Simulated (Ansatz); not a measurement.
Si(vinyl)H3 (C2H6Si) was relaxed with PBE-D4 (def2-TZVP) in Ansatz in these states: charge +1 doublet, neutral singlet. The geometries follow in no particular order.

A:

```xyz
9

Si   -1.2361    0.3798    0.0625
C     0.6128    0.3420   -0.2011
C     1.3712   -0.7382    0.0311
H     1.1061    1.2520   -0.5639
H     0.9407   -1.6761    0.3937
H     2.4533   -0.7365   -0.1292
H    -1.6923   -0.9635    0.5373
H    -1.9485    0.7246   -1.2088
H    -1.6072    1.4158    1.0784
```

B:

```xyz
9

Si    1.2608    0.4542    0.2975
C    -0.2546   -0.6363   -0.1701
C    -1.5240   -0.1558   -0.2141
H    -0.0291   -1.7005   -0.3421
H    -1.7664    0.8799   -0.4865
H    -2.3743   -0.7861    0.0914
H     0.8085    1.7490    0.8593
H     1.6963    0.5619   -1.1552
H     2.1829   -0.3663    1.1198
```

Task: Judge from the bond lengths which geometry belongs to which state (an estimate).

Result: A is the neutral singlet (Si1–C2 1.868 Å, Si1–H8 1.498 Å, C2–C3 1.340 Å); B is the charge +1 doublet (Si1–C2 1.925 Å, Si1–H8 1.520 Å, C2–C3 1.358 Å).
